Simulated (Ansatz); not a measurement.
Start from `N[SiH]` and change one atom or group to get `N[Si]F`.

Ansatz, PBE0-D4/def2-TZVP geometries, multiplicity 1. Each molecule was computed in one conformer, which needn't be the lowest.

```csv
property,`N[SiH]`
HOMO–LUMO gap (PBE/def2-TZVPP) / eV,2.93
LUMO energy (PBE0/def2-TZVPP) / eV,-1.50
HOMO energy (PBE/def2-TZVPP) / eV,-5.26
HOMO energy (ωB97M-V/def2-TZVPP) / eV,-8.45
size of the dipole moment (PBE/def2-TZVPP) / D,2.19
HOMO–LUMO gap (B3LYP/def2-TZVPP) / eV,4.48
```

Task: What does the change do to each property? (Estimate.)

Result: Ansatz gave: 
```json
{"property": "HOMO–LUMO gap (PBE/def2-TZVPP) / eV", "`N[Si]F`": "4.08", "shift": "1.15"}
{"property": "LUMO energy (PBE0/def2-TZVPP) / eV", "`N[Si]F`": "-1.11", "shift": "0.39"}
{"property": "HOMO energy (PBE/def2-TZVPP) / eV", "`N[Si]F`": "-6.00", "shift": "-0.74"}
{"property": "HOMO energy (ωB97M-V/def2-TZVPP) / eV", "`N[Si]F`": "-9.32", "shift": "-0.87"}
{"property": "size of the dipole moment (PBE/def2-TZVPP) / D", "`N[Si]F`": "2.41", "shift": "0.22"}
{"property": "HOMO–LUMO gap (B3LYP/def2-TZVPP) / eV", "`N[Si]F`": "5.68", "shift": "1.20"}
```

With PBE0 the HOMO falls by 0.81 eV and the LUMO rises by 0.39 eV, so the gap widens by about 1.20 eV. PBE moves the HOMO by -0.74 eV and ωB97M-V by -0.87 eV. Dipoles are sizes alone; their direction can turn.

B3LYP here is the variant with VWN-RPA as its local correlation; programs differ in this.
